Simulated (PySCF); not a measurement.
isobutane (C₄H₁₀), SMILES CC(C)C. Coordinates come from a PBE-D3(BJ)/def2-SVP optimisation.

Problem. Give the equilibrium geometry at PBE-D3(BJ)/def2-SVP (PySCF confirms it by a frequency run) as a Z-matrix, and its point group. (Estimate from the structure and the level; the computed values follow.)

Solution. point group C3v.
```
C
H 1 1.1145
C 1 1.5339 2 107.70
H 3 1.1095 1 111.58 2 60.31
H 3 1.1095 4 107.77 1 122.82
H 3 1.1114 4 107.47 5 115.56
C 1 1.5339 2 107.70 3 -120.00
H 7 1.1095 1 111.58 2 60.31
H 7 1.1095 8 107.77 1 122.82
H 7 1.1114 8 107.47 9 115.56
C 1 1.5339 2 107.70 7 -120.00
H 11 1.1095 1 111.58 2 60.31
H 11 1.1095 12 107.77 1 122.82
H 11 1.1114 12 107.47 13 115.56
```
Charge 0, spin multiplicity 1.
